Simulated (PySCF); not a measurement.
# Calculated NMR parameters of CCS(=O)(=O)Cl

```
Formula                               : C2H5ClO2S
SMILES                                : CCS(=O)(=O)Cl
InChI                                 : InChI=1S/C2H5ClO2S/c1-2-6(3,4)5/h2H2,1H3
Point group of the computed structure : C1
Degrees of unsaturation               : 0
Carbon signals                        : 2
Proton signals                        : 2
```

Atom-mapped SMILES (the numbers label the heavy atoms): `[CH3:1][CH2:2][S:3](=[O:4])(=[O:5])[Cl:6]`. Each H is labelled by its parent atom.

Method: structure optimised with PBE0-D3(BJ)/def2-TZVP, σ from GIAO-B97-2/pcSseg-2, in PySCF 2.14.0 with density-fitted response routines (one conformer, no solvent, one averaged value for each set of equivalent atoms, non-relativistic Hamiltonian).

δ = σ(ref) − σ, references computed at the same level: 1H (31.64 ppm) and 13C (185.38 ppm) against TMS; H2O for 17O (327.66 ppm); 33S (517.10 ppm) vs CS2.

| carbon | δC, type | δH (multiplicity) | HMBC from (2–3 bonds) | span of the C tensor (ppm) |
| --- | --- | --- | --- | --- |
| C1 | 11.4, CH3 | 1.48 (t) | H(C2) | 21 |
| C2 | 62.0, CH2 | 3.12 (q) | H(C1) | 73 |

Other nuclei:
```
atoms  nucleus      environment  δ (ppm)  σ (ppm)
O4/O5      17O       S=O oxygen    285.3     42.4
   S3      33S  sulfonyl sulfur      376    141.6
```

- Carbon types of the structure: 1 × CH2, 1 × CH3, which accounts for all hydrogens.
- δC 62.0: sp3 CH2 bonded to S.
- δC 11.4: methyl carbon; saturated and bonded to C and H only.
- δH 3.12: hydrogen on an sp3 CH2 bonded to S.
- δH 1.48: hydrogen on a methyl carbon.

Shifts are as computed. Against solution values, carbons near 30 ppm lie about +3 ppm off and those near 130 ppm about +7 ppm. Of 1211 compounds with measured shifts, 218 miss one by over three times the rms of a fit or turn the order of signals round; such compounds aren't used in these exercises. Unscaled 17O shifts of doubly bonded oxygen tend to come out too high, by tens of ppm or more. Experimental scales use liquid or dissolved standards, which lie at an offset from isolated H2O (liquid H2O: subtract about 36 ppm). No couplings were computed; multiplicities are counted from neighbouring protons, with m where these are inequivalent, close in shift, in a saturated or five-membered ring or joined by F or P, and br s for small geminal =CH2 splittings.
